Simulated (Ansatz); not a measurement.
hcp Os, treated with PBEsol in Ansatz (plane waves, PAW).

Settings: plane-wave cutoff 500 eV, 20×20×1 k mesh (along the axes of the cell as run), Fermi–Dirac smearing 0.1 eV, scalar-relativistic PAW data made under PBE.

Q: Estimate the surface energy of the (10-11) face and work function of the (10-11) face that the calculation returns.

A: 
surface energy of the (10-11) face: 4.70 J/m²
work function of the (10-11) face: 4.56 eV

The slab of 12 atoms is relaxed and unreconstructed.

Spin–orbit coupling is not included.

The computed numbers hold no vibrational or temperature effects.

Cost on a shared machine: about 40 core-minutes (a rough figure).

Ansatz is a program for electronic structure.
